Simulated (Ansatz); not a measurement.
Rock-salt LiF: TO phonon frequency at L by level of theory

No measured value is used here.

Task: Put these levels in order of the TO phonon frequency at L that they give for rock-salt LiF, smallest first: LDA (Ansatz, a first-principles code), PBE (Ansatz), r²SCAN (Ansatz).

Result: PBE (259 cm⁻¹), r²SCAN (301 cm⁻¹), LDA (317 cm⁻¹)

Unless a cell is named, each level is at its own relaxed cell (LDA 7.47, PBE 8.42, r²SCAN 7.94 Å³/atom).

Each level is taken at its own relaxed cell. Cutoffs differ between the levels. Ansatz's density-functional and Hartree–Fock values are scalar-relativistic unless marked +SOC, with PAW data made under PBE.
